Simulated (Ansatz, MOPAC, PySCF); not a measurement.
Molecule: ammonia, NH3 (charge 0, singlet). SMILES: N
Geometry: optimised at B3LYP-D3(BJ)/def2-TZVP (Ansatz, an electronic-structure program).

Wanted: size of the dipole moment, in D. Conventions: LANL2DZ all-electron up to Ne; spin-orbit terms left out; 6-311+G** with 5d; 6-31G* and kin with 6d, 5d where marked; non-relativistic; no dispersion term unless named. First-principles rows: single points at B3LYP-D3(BJ) geometries (Ansatz). Semi-empirical rows: dipoles at the shared geometry.

Measured values: NIST CCCBDB, as tabulated in the package chemicals; dipoles are vibrational averages. 

Value to compare with, the measured value: 1.47 D.

```json
[
 {"level": "AM1", "program": "MOPAC", "size of the dipole moment (D)": "1.91", "error": "0.44"},
 {"level": "SVWN5/6-31G*", "program": "Ansatz", "size of the dipole moment (D)": "1.90", "error": "0.43"},
 {"level": "PBE/LANL2DZ", "program": "Ansatz", "size of the dipole moment (D)": "2.29", "error": "0.82"},
 {"level": "PBE/6-311+G**", "program": "Ansatz", "size of the dipole moment (D)": "1.70", "error": "0.23"},
 {"level": "BP86/6-31G* (5d)", "program": "PySCF", "size of the dipole moment (D)": "1.83", "error": "0.36"},
 {"level": "B3LYP/STO-3G", "program": "Ansatz", "size of the dipole moment (D)": "1.78", "error": "0.31"},
 {"level": "B3LYP/6-31G", "program": "Ansatz", "size of the dipole moment (D)": "2.20", "error": "0.73"},
 {"level": "B3LYP/6-311+G**", "program": "Ansatz", "size of the dipole moment (D)": "1.73", "error": "0.26"},
 {"level": "PBE0/6-311+G**", "program": "Ansatz", "size of the dipole moment (D)": "1.74", "error": "0.27"}
]
```

Among the 9 habitual levels, PBE/LANL2DZ lies farthest from the measured value (0.82 D); 9 of 9 lie above it, and their mean absolute error is 0.43 D, the median 0.36. One case shows no general order.

The levels are drawn from those run, B3LYP/6-31G* more often than the rest, none by its result; runs whose electronic state is in doubt are left out.
